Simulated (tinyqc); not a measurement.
UHF in the sto-3g basis, for OH+, spin multiplicity 3, step by step. One step of it, computed by the program tinyqc.

Task: Iteration 3: building the Fock matrix. J_ij = sum D_kl (ij|kl) with D = D(alpha) + D(beta), K_ij = sum D_kl (ik|jl) for each spin; F = H + J - K(s); E = tr D H + tr D J / 2 - 0.5 sum_s tr D(s) K(s) + E_nn.

D(alpha) after iteration 2, order 1O 1s, 1O 2s, 1O 2px, 1O 2py, 1O 2pz, 2H 1s:
$$\begin{pmatrix}
1.059653 & -0.252597 & 0.000000 & 0.000000 & 0.002382 & 0.007166 \\
-0.252597 & 1.070163 & 0.000000 & 0.000000 & -0.012738 & -0.036759 \\
0.000000 & 0.000000 & 1.000000 & 0.000000 & 0.000000 & 0.000000 \\
0.000000 & 0.000000 & 0.000000 & 1.000000 & 0.000000 & 0.000000 \\
0.002382 & -0.012738 & 0.000000 & 0.000000 & 0.933548 & 0.081888 \\
0.007166 & -0.036759 & 0.000000 & 0.000000 & 0.081888 & 0.039383
\end{pmatrix}$$

D(beta) after iteration 2, order 1O 1s, 1O 2s, 1O 2px, 1O 2py, 1O 2pz, 2H 1s:
$$\begin{pmatrix}
1.059437 & -0.251577 & 0.000000 & 0.000000 & 0.005170 & 0.004758 \\
-0.251577 & 1.065494 & 0.000000 & 0.000000 & -0.025903 & -0.028107 \\
0.000000 & 0.000000 & 0.000000 & 0.000000 & 0.000000 & 0.000000 \\
0.000000 & 0.000000 & 0.000000 & 0.000000 & 0.000000 & 0.000000 \\
0.005170 & -0.025903 & 0.000000 & 0.000000 & 0.897500 & 0.113262 \\
0.004758 & -0.028107 & 0.000000 & 0.000000 & 0.113262 & 0.065206
\end{pmatrix}$$

core Hamiltonian H = T + V (hartree), order 1O 1s, 1O 2s, 1O 2px, 1O 2py, 1O 2pz, 2H 1s:
$$\begin{pmatrix}
-31.957543 & -7.432111 & 0.000000 & 0.000000 & -0.005951 & -0.440529 \\
-7.432111 & -8.586026 & 0.000000 & 0.000000 & -0.074999 & -1.186334 \\
0.000000 & 0.000000 & -6.781100 & 0.000000 & 0.000000 & 0.000000 \\
0.000000 & 0.000000 & 0.000000 & -6.781100 & 0.000000 & 0.000000 \\
-0.005951 & -0.074999 & 0.000000 & 0.000000 & -6.816556 & -0.982127 \\
-0.440529 & -1.186334 & 0.000000 & 0.000000 & -0.982127 & -3.195805
\end{pmatrix}$$

Two-electron integrals (ij|kl) in chemists' order, unique and non-zero (hartree):
```
(11|11) 4.785065   (21|11) 0.741380   (21|21) 0.136873   (22|11) 1.118947
(22|21) 0.256633   (22|22) 0.817206   (31|31) 0.024477   (32|31) 0.037809
(32|32) 0.180518   (33|11) 1.115814   (33|21) 0.256684   (33|22) 0.817023
(33|33) 0.880159   (41|41) 0.024477   (42|41) 0.037809   (42|42) 0.180518
(43|43) 0.047444   (44|11) 1.115814   (44|21) 0.256684   (44|22) 0.817023
(44|33) 0.785270   (44|44) 0.880159   (51|51) 0.024477   (52|51) 0.037809
(52|52) 0.180518   (53|53) 0.047444   (54|54) 0.047444   (55|11) 1.115814
(55|21) 0.256684   (55|22) 0.817023   (55|33) 0.785270   (55|44) 0.785270
(55|55) 0.880159   (61|11) 0.044027   (61|21) 0.008068   (61|22) 0.015059
(61|33) 0.015036   (61|44) 0.015036   (61|51) 0.000337   (61|52) 0.000642
(61|55) 0.015108   (61|61) 0.000481   (62|11) 0.133161   (62|21) 0.031040
(62|22) 0.113082   (62|33) 0.111103   (62|44) 0.111103   (62|51) 0.002263
(62|52) 0.019222   (62|55) 0.116926   (62|61) 0.001865   (62|62) 0.021535
(63|31) 0.002906   (63|32) 0.018139   (63|53) 0.003760   (63|63) 0.002738
(64|41) 0.002906   (64|42) 0.018139   (64|54) 0.003760   (64|64) 0.002738
(65|11) 0.108793   (65|21) 0.025649   (65|22) 0.099963   (65|33) 0.095851
(65|44) 0.095851   (65|51) 0.004439   (65|52) 0.033272   (65|55) 0.108073
(65|61) 0.001588   (65|62) 0.023230   (65|65) 0.027547   (66|11) 0.341104
(66|21) 0.080711   (66|22) 0.338703   (66|33) 0.328704   (66|44) 0.328704
(66|51) 0.005780   (66|52) 0.070288   (66|55) 0.358477   (66|61) 0.004852
(66|62) 0.091180   (66|65) 0.113502   (66|66) 0.774606
```

nuclear repulsion = 2.73830381 hartree

Give: Coulomb J; exchange K(alpha); exchange K(beta); F(alpha); F(beta); total energy of this density.

Result:

Coulomb J (hartree), order 1O 1s, 1O 2s, 1O 2px, 1O 2py, 1O 2pz, 2H 1s:
$$\begin{pmatrix}
16.1188 & 2.9791 & 0.0000 & 0.0000 & -0.0005 & 0.1759 \\
2.9791 & 7.0478 & 0.0000 & 0.0000 & 0.0045 & 0.9431 \\
0.0000 & 0.0000 & 7.0116 & 0.0000 & 0.0000 & 0.0000 \\
0.0000 & 0.0000 & 0.0000 & 7.0116 & 0.0000 & 0.0000 \\
-0.0005 & 0.0045 & 0.0000 & 0.0000 & 7.0976 & 0.8249 \\
0.1759 & 0.9431 & 0.0000 & 0.0000 & 0.8249 & 2.7869
\end{pmatrix}$$

exchange K(alpha) (hartree), order 1O 1s, 1O 2s, 1O 2px, 1O 2py, 1O 2pz, 2H 1s:
$$\begin{pmatrix}
4.9144 & 0.8536 & 0.0000 & 0.0000 & 0.0004 & 0.0543 \\
0.8536 & 1.4156 & 0.0000 & 0.0000 & -0.0030 & 0.1824 \\
0.0000 & 0.0000 & 1.1713 & 0.0000 & 0.0000 & 0.0000 \\
0.0000 & 0.0000 & 0.0000 & 1.1713 & 0.0000 & 0.0000 \\
0.0004 & -0.0030 & 0.0000 & 0.0000 & 1.1330 & 0.1594 \\
0.0543 & 0.1824 & 0.0000 & 0.0000 & 0.1594 & 0.0957
\end{pmatrix}$$

exchange K(beta) (hartree), order 1O 1s, 1O 2s, 1O 2px, 1O 2py, 1O 2pz, 2H 1s:
$$\begin{pmatrix}
4.8643 & 0.7767 & 0.0000 & 0.0000 & 0.0004 & 0.0485 \\
0.7767 & 1.0483 & 0.0000 & 0.0000 & -0.0090 & 0.1512 \\
0.0000 & 0.0000 & 0.2419 & 0.0000 & 0.0000 & 0.0000 \\
0.0000 & 0.0000 & 0.0000 & 0.2419 & 0.0000 & 0.0000 \\
0.0004 & -0.0090 & 0.0000 & 0.0000 & 1.0136 & 0.1618 \\
0.0485 & 0.1512 & 0.0000 & 0.0000 & 0.1618 & 0.1172
\end{pmatrix}$$

F(alpha) (hartree), order 1O 1s, 1O 2s, 1O 2px, 1O 2py, 1O 2pz, 2H 1s:
$$\begin{pmatrix}
-20.7532 & -5.3066 & 0.0000 & 0.0000 & -0.0069 & -0.3189 \\
-5.3066 & -2.9538 & 0.0000 & 0.0000 & -0.0675 & -0.4256 \\
0.0000 & 0.0000 & -0.9409 & 0.0000 & 0.0000 & 0.0000 \\
0.0000 & 0.0000 & 0.0000 & -0.9409 & 0.0000 & 0.0000 \\
-0.0069 & -0.0675 & 0.0000 & 0.0000 & -0.8520 & -0.3167 \\
-0.3189 & -0.4256 & 0.0000 & 0.0000 & -0.3167 & -0.5046
\end{pmatrix}$$

F(beta) (hartree), order 1O 1s, 1O 2s, 1O 2px, 1O 2py, 1O 2pz, 2H 1s:
$$\begin{pmatrix}
-20.7031 & -5.2297 & 0.0000 & 0.0000 & -0.0068 & -0.3131 \\
-5.2297 & -2.5865 & 0.0000 & 0.0000 & -0.0615 & -0.3944 \\
0.0000 & 0.0000 & -0.0114 & 0.0000 & 0.0000 & 0.0000 \\
0.0000 & 0.0000 & 0.0000 & -0.0114 & 0.0000 & 0.0000 \\
-0.0068 & -0.0615 & 0.0000 & 0.0000 & -0.7326 & -0.3191 \\
-0.3131 & -0.3944 & 0.0000 & 0.0000 & -0.3191 & -0.5261
\end{pmatrix}$$

total energy of this density = -73.845420 hartree

This density is a damped mixture and is not idempotent.
